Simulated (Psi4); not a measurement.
# N2O (SMILES N#[N+][O-]) at CAM-B3LYP/aug-cc-pVDZ (sweep point 3)

We compute a geometry optimisation of N2O. 

Program for the calculation: Psi4 1.11.

7 further runs of the same task are left out: 7 set aside as unsound or not needed.

### 1 The system as given

N2O: 3 atoms, total charge 0, spin state singlet. As SMILES, `N#[N+][O-]`. The coordinates come from a PBE0-D4/def2-TZVP relaxation. The run starts from this shape.

Bond lengths: N1–N2 1.118 Å, N2–O3 1.174 Å. Angles: N1–N2–O3 180.0°.

### 2 A structure relaxation at CAM-B3LYP/aug-cc-pVDZ (sweep point 3)

The input, calc.inp:

```
memory 1600 mb

molecule mol {
  0 1
  N     -0.511700     1.001300    -0.167900
  N     -0.008400     0.016500    -0.002800
  O      0.520100    -1.017800     0.170700
  symmetry c1
}

set {
  basis                aug-cc-pVDZ
  puream               true
  scf_type             pk
  dft_radial_points    35
  dft_spherical_points 110
  g_convergence        gau_tight
  geom_maxiter         50
}

opt('cam-b3lyp')
```

On the command line:

```
$ psi4 -n 1 calc.inp calc.out
```

Q: Predict the results. Wanted: total energy at the end; dipole moment; HOMO energy; LUMO energy; HOMO–LUMO gap.

Computed results:

Level: CAM-B3LYP/aug-cc-pVDZ (sweep point 3).

| quantity | value |
| --- | --- |
| total energy at the end | -184.62096 Eh |
| dipole moment | 0.18 D |
| HOMO energy | -11.26 eV |
| LUMO energy | 0.62 eV |
| HOMO–LUMO gap | 11.88 eV |

In words: At the final geometry: Bond lengths: N1–N2 1.126 Å, N2–O3 1.187 Å. Angles: N1–N2–O3 180.0°. The optimisation took 5 steps and changed the energy by -0.010 eV.
